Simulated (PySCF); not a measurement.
NO, multiplicity 2. Atoms are numbered in the order given.

```xyz
2

N      0.0000     0.0000    -0.6107
O      0.0000     0.0000     0.5343
```
Charge 0, spin multiplicity 2.

Geometry: B3LYP-D3(BJ)/def2-TZVPD.

All values below come from M06-2X/def2-TZVPD (PySCF).

Gas-phase values at a fixed geometry.

The total energy comes out as -129.89565 hartree, the point group is C∞v and the α spin, highest occupied and lowest empty level is -7.94 and -1.31 eV. The β spin, highest occupied and lowest empty level is -14.77 and -0.74 eV and the dipole moment is 0.10 D. The ⟨S²⟩ is 0.754 (pure state 0.75).
